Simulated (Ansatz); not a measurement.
BH₅SO, closed shell: a saddle search.

Input (in.yaml):

```yaml
crystal:
  periodic: [false, false, false]
  atoms:
    - {symbol: B, position_ang: [-0.544800, -0.244000, -0.407000]}
    - {symbol: O, position_ang: [0.725000, 0.569600, -0.769200]}
    - {symbol: H, position_ang: [-0.456500, -1.360400, -0.763900]}
    - {symbol: H, position_ang: [-1.547200, 0.336100, -0.624500]}
    - {symbol: H, position_ang: [0.812800, 0.597000, 0.520000]}
    - {symbol: S, position_ang: [-0.141700, -0.124400, 1.563200]}
    - {symbol: H, position_ang: [0.513700, 1.423800, -1.150700]}
    - {symbol: H, position_ang: [0.638700, -1.197800, 1.632100]}
basis:
  gaussian: {orbitals: def2-SVP}
hamiltonian: {xc: pbe0, dispersion: d4}
saddle:
  max_steps: 4
  mode_guess:
    - [-0.1055, -0.1312, 0.3305]
    - [0.1083, 0.0806, 0.3858]
    - [0.0007, 0.0018, -0.0449]
    - [0.0291, 0.0022, 0.0083]
    - [0.1163, 0.2411, -0.7404]
    - [-0.1918, -0.1447, -0.0223]
    - [0.0616, -0.0366, 0.0925]
    - [-0.0187, -0.0133, -0.0096]
```

Command:

```bash
ansatz run in.yaml --threads 2 --pin off --events-out ev --progress --plain --max-ram 4352MiB
```

Output of Ansatz 0.2.0:

```
Functional definition: PBE0
  name "PBE0"
  cite "Adamo & Barone, J. Chem. Phys. 110, 6158 (1999) doi:10.1063/1.478522"
  cite "Perdew, Burke & Ernzerhof, Phys. Rev. Lett. 77, 3865 (1996) doi:10.1103/PhysRevLett.77.3865"
  parent pbe
  parameter a = 0.25
  parameter kappa = 0.804
  parameter beta = 0.06672455060314922
  exchange = (1 - a)*pbe_x(kappa = kappa, mu = beta*pi^2/3) + a*exact_x
  correlation = pbe_c(beta = beta)
756 factors; integrals over basis functions are off by at most 3.1e-4 eV
mean field evaluation 1: about -13624.1960 eV, gradient 4.0e1 eV
mean field evaluation 2: about -13620.1059 eV, gradient 6.2e1 eV
mean field evaluation 4: about -13627.5322 eV, gradient 1.7e0 eV
mean field evaluation 8: about -13627.5721 eV, gradient 1.2e-1 eV
mean field evaluation 16: about -13627.5721 eV, gradient 3.1e-5 eV
mean field -13627.57214271 eV, -500.8040391444 hartree, gradient 3.1e-5 eV, S^2 0.000000; 0 other end points of the search recorded, 0 dependent functions left out
the calculation of the forces begins
reference -13627.57216415 eV, -500.8040399323 hartree; 17, 17 occupied and 54, 54 virtual orbitals, 756 factors
these checks for a lower state are left out or cut short: stability, starts, cluster_reference, orbital_swaps, neighbouring_geometries, increment
756 factors; integrals over basis functions are off by at most 3.1e-4 eV
mean field -13627.57833552 eV, -500.8042667259 hartree, gradient 2.8e-6 eV, S^2 0.000000; 0 other end points of the search recorded, 0 dependent functions left out
the calculation of the forces begins
reference -13627.57835696 eV, -500.8042675138 hartree; 17, 17 occupied and 54, 54 virtual orbitals, 756 factors
these checks for a lower state are left out or cut short: stability, starts, cluster_reference, orbital_swaps, neighbouring_geometries, increment
756 factors; integrals over basis functions are off by at most 3.2e-4 eV
mean field -13627.57415523 eV, -500.8041131030 hartree, gradient 2.8e-6 eV, S^2 0.000000; 0 other end points of the search recorded, 0 dependent functions left out
the calculation of the forces begins
reference -13627.57417665 eV, -500.8041138903 hartree; 17, 17 occupied and 54, 54 virtual orbitals, 756 factors
saddle step   1: F+E_penalty+E_count = -13627.67181455 eV  max|allowed force component| = 8.469e-1 eV/Å  curvature = -8.7855 eV/Å²  mode residual = 1.02e0 eV/Å²  Δτ_max = 0.0000 Å  (1 rotations, 3 force calls, 67 SCF iters)  cluster: 3 rotations left out, max|force component along them| = 1.336e-7 eV/Å
saddle step   2: F+E_penalty+E_count = -13627.70144433 eV  max|allowed force component| = 3.743e-1 eV/Å  curvature = -8.4933 eV/Å²  mode residual = 9.68e-1 eV/Å²  Δτ_max = 0.0315 Å  (1 rotations, 3 force calls, 72 SCF iters)  cluster: 3 rotations left out, max|force component along them| = 4.041e-8 eV/Å
saddle step   3: F+E_penalty+E_count = -13627.70350498 eV  max|allowed force component| = 2.131e-1 eV/Å  curvature = -8.4177 eV/Å²  mode residual = 1.12e0 eV/Å²  Δτ_max = 0.0296 Å  (1 rotations, 3 force calls, 72 SCF iters)  cluster: 3 rotations left out, max|force component along them| = 5.285e-8 eV/Å
saddle step   4: F+E_penalty+E_count = -13627.70107860 eV  max|allowed force component| = 1.055e-1 eV/Å  curvature = -8.1219 eV/Å²  mode residual = 9.69e-1 eV/Å²  Δτ_max = 0.0219 Å  (1 rotations, 3 force calls, 72 SCF iters)  cluster: 3 rotations left out, max|force component along them| = 5.424e-8 eV/Å
Error: the saddle search did not converge after 4 steps: max|allowed force component| = 1.06e-1 eV/Å (threshold 5.0e-2). At the last step the curvature along the mode is -8.122 eV/Å² (extrapolated from the last rotation, not read by a force call), negative, as on the way to a saddle point. To go on, set a larger `saddle.max_steps` (a set value also replaces the default of 250 for a search that goes on from a second negative curvature), or search again from the last step's geometry and mode. Where this run's directory can be resumed (`checkpoint.write`), a resume goes on for up to `saddle.max_steps` more
F+E_penalty+E_count at the last step = -13627.70107860 eV
to start another search from the last step: its geometry and its mode (saddle.mode_guess, Cartesian):
  atoms:
    - { symbol: B, position_ang: [-0.51087525, -0.22963249, -0.43774794] }
    - { symbol: O, position_ang: [0.73093776, 0.57801196, -0.78963598] }
    - { symbol: H, position_ang: [-0.45580059, -1.39252995, -0.77822986] }
    - { symbol: H, position_ang: [-1.54959399, 0.38326058, -0.61505223] }
    - { symbol: H, position_ang: [0.78266072, 0.58455487, 0.55865994] }
    - { symbol: S, position_ang: [-0.14188277, -0.12773534, 1.57908091] }
    - { symbol: H, position_ang: [0.48745946, 1.42231525, -1.18807380] }
    - { symbol: H, position_ang: [0.65709466, -1.21834487, 1.67099896] }
  mode_guess:
    - [-0.10860879, -0.13146551, 0.31801295]
    - [0.10913449, 0.07086995, 0.38499392]
    - [0.00295554, -0.00281424, -0.04853780]
    - [0.02729496, 0.00368135, -0.00237613]
    - [0.10382807, 0.23138916, -0.75469014]
    - [-0.18076369, -0.13017818, -0.00702293]
    - [0.06429763, -0.02856905, 0.11179557]
    - [-0.01813821, -0.01291348, -0.00217544]


[the SCF lines of later steps are left out]
```

The lines “mean field evaluation” count trial sets of orbitals through the whole run, from several starts and some on an approximate energy, so they need not fall steadily or lie above the final value.

Hardware: 2 CPU threads of an Intel Xeon 6975P-C, shared host. Wall time about 7 s.


The run did not converge within its limit. Four steps were allowed, too few from this start.